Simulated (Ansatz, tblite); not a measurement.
# [Co(H2O)6]2+ (CoH12O6 (+2)): removing and adding an electron

Aim: the energy of removing and adding an electron for [Co(H2O)6]2+ (CoH12O6 (+2)), by energy differences, and how well orbital energies stand in for it.

Method: as each input shows; program: Ansatz 0.2.0, Gaussian basis.

Plan: charge +3 quintet, at the geometry of the quartet (PBE0-D4/def2-TZVP, PBE-D4/def2-TZVP, r2SCAN-D4/def2-TZVP); charge +1 triplet, at the geometry of the quartet (PBE0-D4/def2-TZVP, PBE-D4/def2-TZVP, r2SCAN-D4/def2-TZVP); the starting quartet's energies come from earlier runs.

2 further runs of the same task are left out: 2 set aside as unsound or not needed.

## 1. The geometry

The quartet was relaxed beforehand with r2SCAN-D4/def2-SVP.

19 atoms, charge 2, spin multiplicity 4.

Atoms are counted from 1 here; the program's logs count them from 0.

Bond lengths: Co1–O2 2.085 Å, Co1–O5 2.087 Å, Co1–O8 2.085 Å, Co1–O11 2.086 Å, Co1–O14 2.085 Å, Co1–O17 2.085 Å, O2–H3 0.971 Å, O2–H4 0.971 Å, O5–H6 0.971 Å, O5–H7 0.971 Å, O8–H9 0.971 Å, O8–H10 0.971 Å, O11–H12 0.971 Å, O11–H13 0.971 Å, O14–H15 0.971 Å, O14–H16 0.971 Å, O17–H18 0.971 Å, O17–H19 0.971 Å. Angles: O2–Co1–O5 179.9°, O2–Co1–O8 86.9°, O2–Co1–O11 93.2°, O2–Co1–O14 87.1°, O2–Co1–O17 92.9°, O5–Co1–O8 93.1°, O5–Co1–O11 86.7°, O5–Co1–O14 92.9°, O5–Co1–O17 87.1°, O8–Co1–O11 179.8°, O8–Co1–O14 93.0°, O8–Co1–O17 87.1°, O11–Co1–O14 87.0°, O11–Co1–O17 92.9°, O14–Co1–O17 179.9°, Co1–O2–H3 125.2°, Co1–O2–H4 127.7°, H3–O2–H4 106.5° and more.

Formally the metal is d7. No spin-orbit coupling is included. The ion is computed in the gas phase, without counter-ions or solvent.

## 2. Charge +3 quintet at the fixed geometry, PBE0-D4/def2-TZVP

File in.yaml:

```yaml
crystal:
  periodic: [false, false, false]
  atoms:
    - {symbol: Co, position_ang: [0.001211, -0.000004, 0.001915]}
    - {symbol: O, position_ang: [0.092797, 0.139719, 2.080620]}
    - {symbol: H, position_ang: [-0.148860, 0.923200, 2.600172]}
    - {symbol: H, position_ang: [0.246598, -0.576272, 2.718108]}
    - {symbol: O, position_ang: [-0.092450, -0.140142, -2.078389]}
    - {symbol: H, position_ang: [0.152479, -0.922124, -2.598637]}
    - {symbol: H, position_ang: [-0.240712, 0.577579, -2.714955]}
    - {symbol: O, position_ang: [2.084547, 0.076627, 0.016707]}
    - {symbol: H, position_ang: [2.627798, 0.340221, 0.776839]}
    - {symbol: H, position_ang: [2.690398, -0.012404, -0.736441]}
    - {symbol: O, position_ang: [-2.083483, -0.077444, -0.018854]}
    - {symbol: H, position_ang: [-2.696492, 0.009590, 0.728641]}
    - {symbol: H, position_ang: [-2.619153, -0.335863, -0.785912]}
    - {symbol: O, position_ang: [-0.185719, 2.076552, -0.024139]}
    - {symbol: H, position_ang: [0.517311, 2.742438, 0.042567]}
    - {symbol: H, position_ang: [-1.002892, 2.559365, -0.227192]}
    - {symbol: O, position_ang: [0.183738, -2.077160, 0.026961]}
    - {symbol: H, position_ang: [-0.524762, -2.737574, -0.036072]}
    - {symbol: H, position_ang: [0.997646, -2.566311, 0.228064]}
basis:
  gaussian: {orbitals: def2-TZVP}
total_charge: 3
magnetization: {spin_polarized: true, initial_magnetization: 4}
hamiltonian: {xc: pbe0, dispersion: d4}
scf: {omitted_lower_state_checks: [starts]}
output: {orbitals: {seedname: orbitals}}
```

The run is started by

```sh
ansatz run in.yaml --threads 4 --pin off --events-out ev --progress --plain --max-ram 9574MiB
```

The program printed:

```text
Functional definition: PBE0
  name "PBE0"
  cite "Adamo & Barone, J. Chem. Phys. 110, 6158 (1999) doi:10.1063/1.478522"
  cite "Perdew, Burke & Ernzerhof, Phys. Rev. Lett. 77, 3865 (1996) doi:10.1103/PhysRevLett.77.3865"
  parent pbe
  parameter a = 0.25
  parameter kappa = 0.804
  parameter beta = 0.06672455060314922
  exchange = (1 - a)*pbe_x(kappa = kappa, mu = beta*pi^2/3) + a*exact_x
  correlation = pbe_c(beta = beta)
these checks for a lower state are left out or cut short: starts
1969 factors; their error is unknown
mean field evaluation 1: about -49934.1826 eV, gradient 2.1e2 eV
mean field evaluation 2: about -49228.5941 eV, gradient 4.4e2 eV
mean field evaluation 4: about -50010.6191 eV, gradient 1.5e2 eV
mean field evaluation 8: about -50061.2346 eV, gradient 2.1e0 eV
mean field evaluation 16: about -50061.4209 eV, gradient 4.2e-1 eV
mean field evaluation 32: about -50061.4251 eV, gradient 3.3e-3 eV
mean field -50061.42510350 eV, -1839.7234397010 hartree, gradient 8.4e-6 eV, S^2 6.007152; 0 other end points of the search recorded, 0 dependent functions left out
reference -50061.42513032 eV, -1839.7234406867 hartree; 44, 40 occupied and 259, 263 virtual orbitals, 1969 factors
Total energy: -50061.67400803 eV, -1839.7325867735 hartree
Checks for a lower state left out: starts
```

It took 30 s on 4 threads of Intel Xeon 6975P-C, shared host; peak memory 2.2 GiB.

HOMO -23.26 eV, LUMO -20.08 eV (over both spins); ⟨S²⟩ 6.007 (pure: 6.00).

## 3. Charge +3 quintet at the fixed geometry, PBE-D4/def2-TZVP

start.molden holds the orbitals of an earlier run on this state, given as this run's starting guess.

in.yaml, as its differences from that of step 2:

```diff
@@ -23,6 +23,6 @@
 basis:
-  gaussian: {orbitals: def2-TZVP}
+  gaussian: {orbitals: def2-TZVP, initial_orbitals: start.molden}
 total_charge: 3
 magnetization: {spin_polarized: true, initial_magnetization: 4}
-hamiltonian: {xc: pbe0, dispersion: d4}
+hamiltonian: {xc: pbe, dispersion: d4}
 scf: {omitted_lower_state_checks: [starts]}
```

The command is unchanged.

The program printed:

```text
Functional definition: PBE
  name "PBE"
  cite "Perdew, Burke & Ernzerhof, Phys. Rev. Lett. 77, 3865 (1996) doi:10.1103/PhysRevLett.77.3865"
  parent pbe
  parameter kappa = 0.804
  parameter beta = 0.06672455060314922
  exchange = pbe_x(kappa = kappa, mu = beta*pi^2/3)
  correlation = pbe_c(beta = beta)
these checks for a lower state are left out or cut short: starts
1888 factors; their error is unknown
mean field evaluation 1: about -50060.9944 eV, gradient 1.1e1 eV
mean field evaluation 2: about -50061.5376 eV, gradient 2.1e0 eV
mean field evaluation 4: about -50061.5139 eV, gradient 4.4e-1 eV
mean field evaluation 8: about -50061.5174 eV, gradient 1.4e-2 eV
mean field evaluation 16: about -50061.5174 eV, gradient 4.4e-5 eV
mean field -50061.51742596 eV, -1839.7268324889 hartree, gradient 2.5e-6 eV, S^2 6.004150; 0 other end points of the search recorded, 0 dependent functions left out
reference -50061.51746489 eV, -1839.7268339194 hartree; 44, 40 occupied and 259, 263 virtual orbitals, 1888 factors
Total energy: -50061.80739851 eV, -1839.7374887833 hartree
Checks for a lower state left out: starts
```

It took 11 s on 4 threads of Intel Xeon 6975P-C, shared host; peak memory 1.3 GiB.

Report: HOMO -20.71 eV, LUMO -20.61 eV (over both spins); ⟨S²⟩ 6.004 (pure: 6.00).

## 4. Charge +3 quintet at the fixed geometry, r2SCAN-D4/def2-TZVP

in.yaml, as its differences from that of step 3:

```diff
@@ -26,3 +26,3 @@
 magnetization: {spin_polarized: true, initial_magnetization: 4}
-hamiltonian: {xc: pbe, dispersion: d4}
+hamiltonian: {xc: r2scan, dispersion: d4}
 scf: {omitted_lower_state_checks: [starts]}
```

Same command.

The program printed:

```text
Functional definition: r2SCAN
  name "r2SCAN"
  cite "Furness, Kaplan, Ning, Perdew & Sun, J. Phys. Chem. Lett. 11, 8208 (2020) doi:10.1021/acs.jpclett.0c02405"
  cite "Furness, Kaplan, Ning, Perdew & Sun, J. Phys. Chem. Lett. 11, 9248 (2020) doi:10.1021/acs.jpclett.0c03077"
  parent r2scan
  parameter k0 = 0.174
  parameter k1 = 0.065
  parameter a1 = 4.9479
  exchange = r2scan_x(k0 = k0, k1 = k1, a1 = a1)
  correlation = r2scan_c
these checks for a lower state are left out or cut short: starts
1888 factors; their error is unknown
mean field evaluation 1: about -50074.9501 eV, gradient 5.3e0 eV
mean field evaluation 2: about -50075.1216 eV, gradient 1.1e0 eV
mean field evaluation 4: about -50075.0893 eV, gradient 4.4e-1 eV
mean field evaluation 8: about -50075.0898 eV, gradient 1.5e-2 eV
mean field evaluation 16: about -50075.0898 eV, gradient 6.1e-5 eV
mean field -50075.08977502 eV, -1840.2256071171 hartree, gradient 9.3e-6 eV, S^2 6.006238; 0 other end points of the search recorded, 0 dependent functions left out
reference -50075.08978575 eV, -1840.2256075115 hartree; 44, 40 occupied and 259, 263 virtual orbitals, 1888 factors
Total energy: -50075.16973054 eV, -1840.2285454284 hartree
Checks for a lower state left out: starts
```

Run time: 22 s. Hardware: 4 threads of Intel Xeon 6975P-C, shared host; peak memory 1.4 GiB.

HOMO -21.41 eV, LUMO -20.83 eV (over both spins); ⟨S²⟩ 6.006 (pure: 6.00).

## 5. Vertical ionisation energy

Charged state less starting state, quartet to quintet; the starting state's energies are those of its earlier runs.

```
              level  vertical ionisation energy (eV)  time
   PBE-D4/def2-TZVP                           +17.36  16 s
r2SCAN-D4/def2-TZVP                           +17.71  41 s
  PBE0-D4/def2-TZVP                           +18.33  54 s
```

Times add the two runs; a level without a time comes out of a correlated run.

## 6. Charge +1 triplet at the fixed geometry, PBE0-D4/def2-TZVP

in.yaml, as its differences from that of step 4:

```diff
@@ -23,6 +23,6 @@
 basis:
-  gaussian: {orbitals: def2-TZVP, initial_orbitals: start.molden}
-total_charge: 3
-magnetization: {spin_polarized: true, initial_magnetization: 4}
-hamiltonian: {xc: r2scan, dispersion: d4}
+  gaussian: {orbitals: def2-TZVP}
+total_charge: 1
+magnetization: {spin_polarized: true, initial_magnetization: 2}
+hamiltonian: {xc: pbe0, dispersion: d4}
 scf: {omitted_lower_state_checks: [starts]}
```

The command is unchanged.

The program printed:

```text
Functional definition: PBE0
  name "PBE0"
  cite "Adamo & Barone, J. Chem. Phys. 110, 6158 (1999) doi:10.1063/1.478522"
  cite "Perdew, Burke & Ernzerhof, Phys. Rev. Lett. 77, 3865 (1996) doi:10.1103/PhysRevLett.77.3865"
  parent pbe
  parameter a = 0.25
  parameter kappa = 0.804
  parameter beta = 0.06672455060314922
  exchange = (1 - a)*pbe_x(kappa = kappa, mu = beta*pi^2/3) + a*exact_x
  correlation = pbe_c(beta = beta)
these checks for a lower state are left out or cut short: starts
1969 factors; their error is unknown
mean field evaluation 1: about -50043.0583 eV, gradient 1.3e2 eV
mean field evaluation 2: about -49369.2997 eV, gradient 3.5e2 eV
mean field evaluation 4: about -49985.8097 eV, gradient 2.0e2 eV
mean field evaluation 8: about -50087.4722 eV, gradient 6.1e-2 eV
mean field -50087.62509007 eV, -1840.6862714485 hartree, gradient 1.3e-5 eV, S^2 2.006567; 0 other end points of the search recorded, 0 dependent functions left out
reference -50087.62513319 eV, -1840.6862730332 hartree; 44, 42 occupied and 259, 261 virtual orbitals, 1969 factors
Total energy: -50087.91231346 eV, -1840.6968267132 hartree
Checks for a lower state left out: starts
```

It took 14 s on 4 threads of Intel Xeon 6975P-C, shared host; peak memory 1.6 GiB.

From the report: HOMO -5.93 eV, LUMO -3.57 eV (over both spins); ⟨S²⟩ 2.007 (pure: 2.00).

## 7. Charge +1 triplet at the fixed geometry, PBE-D4/def2-TZVP

in.yaml, as its differences from that of step 6:

```diff
@@ -23,6 +23,6 @@
 basis:
-  gaussian: {orbitals: def2-TZVP}
+  gaussian: {orbitals: def2-TZVP, initial_orbitals: start.molden}
 total_charge: 1
 magnetization: {spin_polarized: true, initial_magnetization: 2}
-hamiltonian: {xc: pbe0, dispersion: d4}
+hamiltonian: {xc: pbe, dispersion: d4}
 scf: {omitted_lower_state_checks: [starts]}
```

Launched as before.

The program printed:

```text
Functional definition: PBE
  name "PBE"
  cite "Perdew, Burke & Ernzerhof, Phys. Rev. Lett. 77, 3865 (1996) doi:10.1103/PhysRevLett.77.3865"
  parent pbe
  parameter kappa = 0.804
  parameter beta = 0.06672455060314922
  exchange = pbe_x(kappa = kappa, mu = beta*pi^2/3)
  correlation = pbe_c(beta = beta)
these checks for a lower state are left out or cut short: starts
1888 factors; their error is unknown
mean field evaluation 1: about -50087.1105 eV, gradient 1.0e1 eV
mean field evaluation 2: about -50087.4034 eV, gradient 5.9e-1 eV
mean field evaluation 4: about -50087.3662 eV, gradient 4.8e-1 eV
mean field evaluation 8: about -50087.3670 eV, gradient 2.7e-5 eV
mean field evaluation 16: about -50087.3670 eV, gradient 5.2e-6 eV
mean field -50087.36703728 eV, -1840.6767881831 hartree, gradient 5.2e-6 eV, S^2 2.025147; 0 other end points of the search recorded, 0 dependent functions left out
reference -50087.36708879 eV, -1840.6767900762 hartree; 44, 42 occupied and 259, 261 virtual orbitals, 1888 factors
Total energy: -50087.70118197 eV, -1840.6890677740 hartree
Checks for a lower state left out: starts
```

It took 5.5 s on 4 threads of Intel Xeon 6975P-C, shared host; peak memory 0.64 GiB.

From the report: HOMO -4.64 eV, LUMO -4.54 eV (over both spins); ⟨S²⟩ 2.025 (pure: 2.00).

## 8. Charge +1 triplet at the fixed geometry, r2SCAN-D4/def2-TZVP

in.yaml, as its differences from that of step 7:

```diff
@@ -26,3 +26,3 @@
 magnetization: {spin_polarized: true, initial_magnetization: 2}
-hamiltonian: {xc: pbe, dispersion: d4}
+hamiltonian: {xc: r2scan, dispersion: d4}
 scf: {omitted_lower_state_checks: [starts]}
```

The command is unchanged.

The program printed:

```text
Functional definition: r2SCAN
  name "r2SCAN"
  cite "Furness, Kaplan, Ning, Perdew & Sun, J. Phys. Chem. Lett. 11, 8208 (2020) doi:10.1021/acs.jpclett.0c02405"
  cite "Furness, Kaplan, Ning, Perdew & Sun, J. Phys. Chem. Lett. 11, 9248 (2020) doi:10.1021/acs.jpclett.0c03077"
  parent r2scan
  parameter k0 = 0.174
  parameter k1 = 0.065
  parameter a1 = 4.9479
  exchange = r2scan_x(k0 = k0, k1 = k1, a1 = a1)
  correlation = r2scan_c
these checks for a lower state are left out or cut short: starts
1888 factors; their error is unknown
mean field evaluation 1: about -50100.9357 eV, gradient 5.0e0 eV
mean field evaluation 2: about -50100.9987 eV, gradient 1.6e-1 eV
mean field evaluation 4: about -50100.9570 eV, gradient 2.8e-3 eV
mean field evaluation 8: about -50100.9570 eV, gradient 1.8e-5 eV
mean field -50100.95697185 eV, -1841.1762090671 hartree, gradient 1.8e-5 eV, S^2 2.005410; 0 other end points of the search recorded, 0 dependent functions left out
reference -50100.95699099 eV, -1841.1762097705 hartree; 44, 42 occupied and 259, 261 virtual orbitals, 1888 factors
Total energy: -50101.05052229 eV, -1841.1796469824 hartree
Checks for a lower state left out: starts
```

Wall time 8 s (4 threads of Intel Xeon 6975P-C, shared host); peak memory 0.72 GiB.

HOMO -4.42 eV, LUMO -3.87 eV (over both spins); ⟨S²⟩ 2.005 (pure: 2.00).

## 9. Vertical electron affinity

Starting state less charged state (positive: the electron is bound), quartet to triplet; the starting state's energies are those of its earlier runs.

```
              level  vertical electron affinity (eV)  time
   PBE-D4/def2-TZVP                            +8.54  10 s
r2SCAN-D4/def2-TZVP                            +8.17  27 s
  PBE0-D4/def2-TZVP                            +7.91  38 s
```

Times add the two runs; a level without a time comes out of a correlated run.

Beside −ε(LUMO) of the starting state (over both spins):

```
              level  −ε(LUMO) (eV)  by difference (eV)  mismatch (eV)
   PBE-D4/def2-TZVP          12.67                8.54          +4.13
r2SCAN-D4/def2-TZVP          11.96                8.17          +3.79
  PBE0-D4/def2-TZVP          10.02                7.91          +2.11
```

## 10. Summary of results

```
                                            quantity                                 value
vertical ionisation energy, functionals in def2-TZVP  17.36 (PBE-D4) to 18.33 eV (PBE0-D4)
vertical electron affinity, functionals in def2-TZVP    7.91 (PBE0-D4) to 8.54 eV (PBE-D4)
```

**Reading.** The vertical ionisation energy spans 17.36 to 18.33 eV over the functionals. The vertical electron affinity spans 7.91 to 8.54 eV over the functionals. −ε(LUMO) misses the level's own difference by +2.11 eV at best (PBE0-D4) and +4.13 eV at worst (PBE-D4). The charged states' spins were chosen beforehand and needn't be their lowest.
